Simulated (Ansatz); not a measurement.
# CH₂Al+ (singlet): the correlation ladder, 6-31G

An exercise on one series of results from a longer session: the logs are not shown, and one member is left open.

Program: Ansatz 0.2.0, Gaussian basis. Level of theory: 6-31G, core rule «outside noble gas», up to 6 orbitals frozen. These are calculated values, not measurements.

Plan: UHF; CCSD(T) on RHF; CCSD(T) on UHF; BCCD(T) on RHF; CISD; CCSDT(Q) on RHF; CCSDT(Q) on UHF; CCSDTQ on RHF; CCSDTQ on UHF; CASSCF and MRCISD+Q, 8 electrons in 10 orbitals; CASSCF and NEVPT2, 8 electrons in 10 orbitals; Full CI.

3 further runs of the same task are left out: 3 set aside as unsound or not needed.

## The system

The geometry is a PBE0/def2-TZVP stationary point (not a proven minimum) of the parent state, kept for this charge and spin.

4 atoms, charge 1, spin multiplicity 1.

Atoms are counted from 1 here; the program's logs count them from 0.

Bond lengths: Al1–C2 1.836 Å, Al1–H3 1.585 Å, C2–H4 1.088 Å. Angles: C2–Al1–H3 133.0°, Al1–C2–H4 142.5°.

The first run:

File in.yaml:

```yaml
crystal:
  periodic: [false, false, false]
  atoms:
    - {symbol: Al, position_ang: [0.000000, -0.107766, 0.567543]}
    - {symbol: C, position_ang: [0.000000, 0.196499, -1.243154]}
    - {symbol: H, position_ang: [0.000000, 0.856616, 1.824835]}
    - {symbol: H, position_ang: [0.000000, -0.313339, -2.203862]}
basis:
  gaussian: {orbitals: 6-31G}
total_charge: 1
magnetization: {spin_polarized: true, initial_magnetization: 0}
hamiltonian: {xc: hf}
output: {orbitals: {seedname: orbitals}}
```

Launch:

```
$ ansatz run in.yaml --threads 1 --pin off --events-out ev --progress --plain --max-ram 4096MiB --backend cpu
```

Among the steps run: UHF; CCSD(T) on RHF; CCSD(T) on UHF; BCCD(T) on RHF; CISD; CCSDT(Q) on RHF; CCSDT(Q) on UHF; CCSDTQ on RHF; CCSDTQ on UHF; CASSCF and MRCISD+Q, 8 electrons in 10 orbitals; CASSCF and NEVPT2, 8 electrons in 10 orbitals; Full CI.

One of the session's tables, all rows but one given; the rest of the session is left out.

It belongs to the step «Misses and costs». 

| method | from FCI (kJ/mol) |
| --- | --- |
| RHF | +342.1 |
| RMP2 | +95.0 |
| CISD | +36.8 |
| RCCSD | +15.7 |
| RCCSD(T) | +5.0 |
| BCCD(T) | +5.5 |
| RCCSDT | +1.6 |
| RCCSDT(Q) | +0.3 |
| RCCSDTQ | +0.1 |
| CASSCF valence | +58.7 |
| NEVPT2 valence | +17.4 |
| MRCISD valence | +2.4 |
| MRCISD+Q valence | ? |
| FCI | 0 |

Q: Estimate the row for MRCISD+Q valence from the others.

The run gave: from FCI (kJ/mol): +1.7. In the column «from FCI (kJ/mol)» it lies between RCCSDT (+1.6) and MRCISD valence (+2.4).

Caveats from the session: Left out of the table: UHF, UMP2, UCCSD, UCCSD(T), UCCSDT, UCCSDT(Q), UCCSDTQ (another determinant or state than the rows shown).
